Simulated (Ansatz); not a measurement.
**[SiH$_{3}$···H···Si], triplet along the distance Si1-H5**

Starting geometry:

```xyz
6

Si   -1.7602    0.0000    0.0000
H    -2.2550    1.3997    0.0000
H    -2.2550   -0.6999    1.2122
H    -2.2550   -0.6999   -1.2122
H    -0.2755    0.0000    0.0000
Si    2.0128    0.0000    0.0000
```

From there H5 is moved from one fragment to the other while all else, the fragments' distance too, stays fixed; atoms are numbered as listed. Energies are in kJ/mol, counted from the starting geometry at the same level. Kohn–Sham curves are unrestricted where that lies lower.

Basis cc-pVDZ; Ansatz 0.2.0. Correlated methods freeze the noble-gas cores. Prefix R: restricted or restricted open-shell reference; prefix U: unrestricted.

Unrestricted rows (U, and Kohn–Sham where it breaks symmetry) aren't spin-pure: their determinants' ⟨S²⟩ exceeds S(S+1) by up to 0.25, so they mix in states of higher spin. Coupled cluster chose its determinant by trial CCSD, here up to 0.07 eV above the lowest Hartree–Fock solution of its kind. A value is left out where its run failed or describes another state than the reference as far as symmetry and spin tell, or, spin-broken singlets apart, can't be checked.

In so small a basis the reference is far from its limit while semilocal and hybrid functionals are nearer theirs (RPA and double hybrids share much of the reference's basis error), so the functionals' errors here hold much of the reference's basis and frozen-core error, which can add to them or hide them.

Full CI isn't at hand for all of this; UCCSDT(Q) serves as the reference, and is uncertain by about the last step of the cluster series.

```
distance Si1-H5 (Å)  UCCSDT(Q)    PBE  wB97M-V  B2PLYP  RPA-PBE
              1.381       14.0   20.2     14.8    14.9     13.3
              1.485        0.0    0.0      0.0     0.0      0.0
              1.606        7.1   -1.1      5.9     5.8      7.5
              1.727       28.7   11.8     26.7    26.0     29.0
              1.848       57.6   32.1     55.8    53.7     56.4
              1.969       89.6      –     89.5    85.2        –
              2.091      123.2   72.9        –       –    103.5
              2.212      128.0   89.9    112.3   114.0    116.8
              2.333      139.9  114.7    125.9   127.4    133.8
```
